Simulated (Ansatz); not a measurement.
Two structures of AlH$_{5}$SO, singlet, reached by relaxing down either side of one saddle point (PBE0-D4/def2-TZVP). Energies are electronic, without zero-point energy. Ansatz 0.2.0; basis: def2-TZVPP and def2-QZVPP; cores frozen in the correlated methods. Extrapolation: Hartree–Fock as exp(−7.88 √X), correlation as X^−2.97. First:

Al1  (-0.781, -0.509, 0.379)
O2  (-1.185, 0.372, -1.042)
H3  (-0.634, -2.079, 0.188)
H4  (-1.107, 0.151, 1.793)
H5  (1.694, 1.241, 0.218)
S6  (1.759, -0.090, 0.387)
H7  (-1.608, 1.227, -0.990)
H8  (1.862, -0.313, -0.935)
(Å)

Second:

Al1  (-0.297, -0.598, 0.536)
O2  (-0.748, 0.757, -0.883)
H3  (-0.563, -1.996, -0.158)
H4  (-1.208, -0.026, 1.709)
H5  (0.107, 1.214, -0.963)
S6  (1.843, 0.075, 0.637)
H7  (-1.412, 1.408, -0.628)
H8  (2.277, -0.835, -0.251)
(Å)

(1) Which bonds change from the first to the second?

(2) Give the saddle point's structure and its height above each. (Judge from chemistry; the value comes from the calculation.)

T1 diagnostic: at most 0.012.

## Answers

(1) AlH₃O ([OH][AlH2]) + H₂S → AlH₃S ([AlH2][SH]) + H₂O (still joined by a long Al–O bond); bonds formed: O2–H5; dative contacts that become bonds: Al1–S6; bonds broken: H5–S6; bonds weakened to dative contacts: Al1–O2.

(2) Computed: 0.386 eV above the first and 0.633 eV above the second (CCSD(T) at an estimated basis limit (MP2 extrapolated from triple and quadruple zeta, plus CCSD(T) − MP2 in triple zeta)).
```tsv
atom	x (Å)	y (Å)	z (Å)
Al1	-0.5841	-0.5592	0.4651
O2	-0.7023	0.6801	-0.8613
H3	-0.5673	-2.0539	-0.0517
H4	-1.2791	-0.0783	1.8068
H5	0.6142	0.8714	-0.4770
S6	1.7056	0.2934	0.4311
H7	-1.3030	1.4264	-0.8091
H8	2.1161	-0.5798	-0.5039
```

Labels in which every atom is bracketed show which atoms are joined, not bond orders.

For scale, one of the runs: CCSD(T)/def2-TZVPP, 185 basis functions, launched by `ansatz run in.yaml --threads 2 --pin off --events-out ev --progress --plain --max-ram 4352MiB`. The run took 25 s on 2 CPU threads of an Arm Neoverse V2 (shared host), with 1.7 GiB of host memory at its peak.
